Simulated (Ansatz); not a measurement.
System: zinc-blende MgTe (metastable phase). Method: RPBE (Ansatz, a first-principles code, plane waves, PAW).

Numerical settings: plane-wave cutoff 520 eV, 10×10×10 k mesh, Fermi–Dirac smearing 0.01 eV, scalar-relativistic PAW data made under PBE.

Pressure at four volumes; x = ln(V/35.682 Å³). One pressure is withheld.

```csv
V (Å³/atom),x,P (GPa)
33.541,-0.0619,2.176
35.682,0.0000,-0.023
37.109,0.0392,-1.153
37.823,0.0583,?
```

### Question
Pass a parabola P(x) through the three rows shown, estimate the bulk modulus and its pressure derivative near zero pressure, and predict the withheld pressure.

### Answer
Slopes between the rows: (-0.023 − (2.176))/(0.0000 − (-0.0619)) = -35.53 and (-1.153 − (-0.023))/(0.0392 − (0.0000)) = -28.83 GPa. Their difference over the span 0.1011 is c = 6.70/0.1011 = 66.3 GPa, so P(x) = 2.176 + (-35.53)(x − (-0.0619)) + 66.3 (x − (-0.0619))(x − (0.0000)). At the middle row B = −dP/dx = −[-35.53 + 66.3 × 0.0619] = 31.4 GPa, and B′ = dB/dP = 2c/B = 4.2. At x = 0.0583 the parabola gives -1.630 GPa; the run gives -1.637 GPa. The Birch–Murnaghan fit to the energies at all volumes has B0 = 31.4 GPa and B′ = 4.2.

Spin–orbit coupling is not included.
